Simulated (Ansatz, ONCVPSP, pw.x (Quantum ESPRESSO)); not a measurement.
## What a changed setting does to a pw.x run (fcc W)

Potential: optimised norm-conserving Vanderbilt (ONCV), ONCVPSP 4.0.1.1 (patched build), PBEsol; core [Kr] 4d10 4f14, reference 5s2 5p6 5d4.5 6s1.5; waves: 5s+6s: rc 1.90 bohr, ncon 4, nbas 7, qcut 5.9 1/bohr, 2 projectors; 5p: rc 2.44 bohr, ncon 4, nbas 7, qcut 8.8 1/bohr, 2 projectors, debl 0.6 Ha; 5d: rc 2.05 bohr, ncon 5, nbas 10, qcut 7.5 1/bohr, 2 projectors, debl 1.9 Ha; local part: polynomial inside 1.10 bohr (lpopt 4, dvloc0 2 Ha); core correction: Teter function fitted to the true core (icmod 2), fcfact 0.65. In the p channel the program set the typed energies aside and used -1.554, 0.250 Ha.

The reference run (k-mesh 14³, cutoffs 50/200 Ry, Fermi–Dirac 0.01 Ry, mixing_beta 0.4, conv_thr 1e-9, no spin) gives -3.07 GPa at 15.995 Å³/atom, where all-electron LAPW gives 0.14 GPa. This run, with its own iteration cap, changes degauss to 0.002.

```
&control
  calculation='scf', prefix='x', pseudo_dir='./', outdir='./tmp', tstress=.true., disk_io='none'
/
&system
  ibrav=0, nat=1, ntyp=1, ecutwfc=50, ecutrho=200, nbnd=15,
  occupations='smearing', smearing='fd', degauss=0.002
/
&electrons
  conv_thr=1e-09, mixing_beta=0.4, electron_maxstep=50
/
ATOMIC_SPECIES
W 1.0 W.UPF
CELL_PARAMETERS angstrom
  0.00000000 1.99979164 1.99979164
  1.99979164 0.00000000 1.99979164
  1.99979164 1.99979164 0.00000000
ATOMIC_POSITIONS crystal
W 0.0000 0.0000 0.0000
K_POINTS automatic
14 14 14 0 0 0
```

```bash
pw.x < W.scf.in > W.scf.out
```

Q: How does the run end?

A: It converges in 8 iterations; the free energy moves by +34.4 meV/atom and the pressure by -0.36 GPa. In a metal, with Fermi–Dirac smearing, F lies below its zero-width value by a term in the square of the width.

```
Message from routine setup:
     using ibrav=0 with symmetry is DISCOURAGED, use correct ibrav instead
     lattice parameter (alat)  =       5.3444  a.u.
     unit-cell volume          =     107.9396 (a.u.)^3
     number of electrons       =        14.00
     number of Kohn-Sham states=           15
     kinetic-energy cutoff     =      50.0000  Ry
     charge density cutoff     =     200.0000  Ry
     scf convergence threshold =      1.0E-09
     Exchange-correlation= PBESOL
     number of k points=   104  Fermi-Dirac smearing, width (Ry)=  0.0020
     iteration #  1     ecut=    50.00 Ry     beta= 0.40
     total energy              =    -163.58262194 Ry
     estimated scf accuracy    <       0.07002428 Ry
     iteration #  2     ecut=    50.00 Ry     beta= 0.40
     total energy              =    -163.58344712 Ry
     estimated scf accuracy    <       0.00974587 Ry
     iteration #  3     ecut=    50.00 Ry     beta= 0.40
     total energy              =    -163.58453395 Ry
     estimated scf accuracy    <       0.00050660 Ry
     [... 2 iterations left out ...]
     iteration #  6     ecut=    50.00 Ry     beta= 0.40
     total energy              =    -163.58457120 Ry
     estimated scf accuracy    <          8.8E-09 Ry
     iteration #  7     ecut=    50.00 Ry     beta= 0.40
     total energy              =    -163.58457120 Ry
     estimated scf accuracy    <          1.2E-09 Ry
     iteration #  8     ecut=    50.00 Ry     beta= 0.40
     the Fermi energy is    21.3861 ev
!    total energy              =    -163.58457120 Ry
     estimated scf accuracy    <          5.9E-11 Ry
     smearing contrib. (-TS)   =      -0.00021067 Ry
     The total energy is F=E-TS. E is the sum of the following terms:
     one-electron contribution =     -17.34784676 Ry
     hartree contribution      =      17.22546094 Ry
     xc contribution           =     -44.56556626 Ry
     ewald contribution        =    -118.89640845 Ry
     convergence has been achieved in   8 iterations
          total   stress  (Ry/bohr**3)                   (kbar)     P=      -34.28
     Message from routine punch:
     Nothing written, as per user request (disk_io='none')
```

The run took about 12 s on one core of a shared host (Neoverse-V1, 32 threads, 247 GiB, load 31).
